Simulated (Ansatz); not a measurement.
## Elastic constant C13 of some elemental solids other than molecular ones, all hcp

Method: PBEsol in Ansatz (plane waves, PAW). References are measured values at low temperature.

Values in GPa.

| solid | reference | PBEsol | error (%) |
|---|---|---|---|
| hcp Zn | 52.8¶ | 56.0 | +6.1 |
| hcp Mg | 21.7¶ | ? | ? |
| hcp Y | 19¶ | 23.4 | +23 |
| hcp Os | 218¶ | 234 | +7.3 |
| hcp Ti | 68 | 82.7 | +22 |
| hcp Zr | 64.6 | 72.4 | +12.1 |

Question: Estimate the withheld PBEsol value.

Answer: The errors of the other rows run from +6.1 % to +23 %, with a median of +12.1 %; carried to the reference 21.7 it gives 24.3 GPa. The run gives 20.1 GPa (-7.4 %), -17.3 % from the estimate, outside the range of the other rows; the row was drawn at random, and such an estimate is rough. Over these 6 solids the mean error is +10.5 %, the mean absolute error 12.9 % (median 9.7 %), and the worst case hcp Y at +23 %; the value is above the reference in 5 of 6 cases.

All these references are low-temperature values that still hold zero-point motion.

Spin–orbit coupling is left out, also for the solids with elements from indium on (hcp Os); its size isn't shown.

¶ marks references of a special kind: hcp Zn, 52.8 GPa (measured, 0 K, extrapolated to 0 K; zero-point effects included; as tabulated in Galib et al. (2023), arXiv:2209.08184); hcp Mg, 21.7 GPa (measured, 0 K, extrapolated to 0 K; zero-point effects included; as tabulated in Ibrahim et al. (2023), arXiv:2305.03577); hcp Y, 19 ± 4 GPa (measured, 0 K, extrapolated to 0 K; as tabulated in Elastic Constants of Yttrium Single Crystals in the Temperature Range 4.2-400 K); hcp Os, 218 GPa (measured, 0 K, extrapolated to 0 K (read from the set's bulk modulus against, 405 at 300 K); as tabulated in Liu et al. (2023), arXiv:2002.00005).

Differences are worked out from the printed values.

Each level is taken at its own relaxed cell. Ansatz's density-functional and Hartree–Fock values are scalar-relativistic unless marked +SOC, with PAW data made under PBE.

Ansatz's runs of these crystals have no spin polarisation.

Not in this set, of the elemental solids other than molecular ones with a reference value in our tables and a result at some level: 7 for a reference at room or unstated temperature; 1 for a value of another source that differs by over 15 % in a way that heat doesn't explain. These can be a level's best or worst cases. Solids without a released value at any level aren't counted. Layered and molecular crystals are counted apart. The metals Ce to Yb are counted apart.

References as tabulated in Galib et al. (2023), arXiv:2209.08184; Ibrahim et al. (2023), arXiv:2305.03577; Elastic Constants of Yttrium Single Crystals in the Temperature Range 4.2-400 K; Liu et al. (2023), arXiv:2002.00005 and others.

Ansatz is a first-principles code.
